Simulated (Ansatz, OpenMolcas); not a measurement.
**Abstraction of Cl: C2HClF2 + C2H3O → C2HF2 + C2H3ClO**

Species: C2HClF2 `FC(F)=CCl`, singlet; C2H3O (acetyl radical) `C[C]=O`, doublet; C2HF2 `[CH]=C(F)F`, doublet; C2H3ClO (acetyl chloride) `CC(=O)Cl`, singlet. A radical takes Cl: the energy is the difference in strength between two C–Cl bonds in different surroundings.

Shapes, held fixed at every level: PBE0-D4/def2-TZVP. Programs: Ansatz 0.2.0, OpenMolcas 26.06. The zero-point and thermal change to 298 K, harmonic and unscaled (PBE0-D4/def2-TZVP), is -2.3 kJ/mol.

```tsv
level	kind	ΔH(298 K) (kJ/mol)
HF/def2-SVP	Hartree–Fock	+19.2
PBE-D4/def2-TZVPP	GGA	+39.6
r2SCAN-D4/def2-TZVPP	meta-GGA	+28.7
B3LYP/6-31G* (Cartesian functions)	global hybrid	+43.7
PBE0-D4/def2-TZVPP	global hybrid	+41.8
wB97X-V/def2-TZVPP	range-separated hybrid	+50.9
B2PLYP/def2-TZVPP	double hybrid	+46.5
```

B2PLYP/def2-TZVPP gives ΔH(298 K) = +46.5 kJ/mol; the levels span +19.2 to +50.9. The median of the levels is +41.8. No measured value is set beside it here. Spin contamination: C2HF2 (⟨S²⟩ up to 0.90). Open shells run unrestricted.
